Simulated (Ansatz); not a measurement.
The input, for Ansatz 0.2.0:

```yaml
crystal:
  periodic: [false, false, false]
  atoms:
    - {symbol: Br, position_ang: [-1.820715, 0.234988, 0.000000]}
    - {symbol: H, position_ang: [-0.347715, 0.234988, 0.000000]}
    - {symbol: O, position_ang: [0.958285, 0.234988, 0.000000]}
    - {symbol: H, position_ang: [1.210144, -0.704963, 0.000000]}
basis:
  gaussian: {orbitals: cc-pVDZ}
magnetization: {spin_polarized: true, initial_magnetization: 1}
hamiltonian: {xc: {name: PBE}}
output: {orbitals: {seedname: orbitals}}
```

```sh
$ ansatz run in.yaml --threads 1 --pin off --events-out ev --progress --plain --max-ram 2393MiB
```

The program prints:

```
611 factors; their error is unknown
mean field evaluation 1: about -72100.8570 eV, gradient 4.5e1 eV
mean field evaluation 2: about -72038.2248 eV, gradient 1.1e2 eV
mean field evaluation 4: about -72108.7294 eV, gradient 1.5e1 eV
mean field evaluation 8: about -72110.2118 eV, gradient 3.3e0 eV
mean field evaluation 16: about -72110.2563 eV, gradient 1.8e-5 eV
mean field evaluation 32: about -72110.2056 eV, gradient 9.3e-1 eV
mean field evaluation 64: about -72110.2496 eV, gradient 1.1e0 eV
mean field evaluation 96: about -72110.1712 eV, gradient 4.6e-1 eV
mean field -72110.25629589 eV, -2650.0030407866 hartree, gradient 1.9e-6 eV, S^2 0.751264; 10 other end points of the search recorded, 0 dependent functions left out
reference -72110.25631542 eV, -2650.0030415043 hartree; 23, 22 occupied and 28, 29 virtual orbitals, 611 factors
Total energy: -72110.25631542 eV, -2650.0030415043 hartree
```

Ran on 1 thread of AMD EPYC 7R43, shared host: 8 s wall, 0.12 GiB peak host memory.
